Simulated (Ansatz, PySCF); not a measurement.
This Ansatz (an electronic-structure program) input computes a B3LYP/def2-TZVPD energy:

Ansatz 0.2 input:
```yaml
crystal:
  periodic: [false, false, false]
  atoms:
    - {symbol: C, position_ang: [-0.01960273, 0.53041536, 0.01007793]}
    - {symbol: O, position_ang: [0.02915470, -0.78887498, -0.01498868]}
    - {symbol: H, position_ang: [-1.06290528, 1.00482270, 0.02799415]}
    - {symbol: H, position_ang: [0.48134512, 1.04526317, 0.90330047]}
    - {symbol: H, position_ang: [0.46593892, 1.07842182, -0.87185278]}
basis:
  gaussian:
    orbitals: def2-TZVPD
hamiltonian:
  xc: {name: B3LYP}
total_charge: -1
output: {forces: true}
```

Problem. Write an input for the same energy in PySCF and say what it gives.

Solution. 
```python
from pyscf import gto, scf, dft

mol = gto.M(
    atom='''
    C    -0.01960273    0.53041536    0.01007793
    O     0.02915470   -0.78887498   -0.01498868
    H    -1.06290528    1.00482270    0.02799415
    H     0.48134512    1.04526317    0.90330047
    H     0.46593892    1.07842182   -0.87185278
    ''',
    basis='def2-tzvpd',
    charge=-1,
    spin=0,
    verbose=4,
)

mf = dft.RKS(mol, xc='b3lyp').density_fit(auxbasis='def2-universal-jkfit')
mf.grids.level = 3
mf.conv_tol = 1e-9
mf.max_cycle = 100
mf.max_memory = 1500
mf.kernel()
if not mf.converged:
    mf = mf.newton()
    mf.kernel(mf.make_rdm1())
mf.analyze()
```
It gives -115.15995 Eh, and Ansatz -115.15990 Eh, a difference of 0.05 mEh, from the treatment of integrals and grids.

It need not be the lowest isomer of its formula. Whether it binds its extra electron was not tested at this geometry.
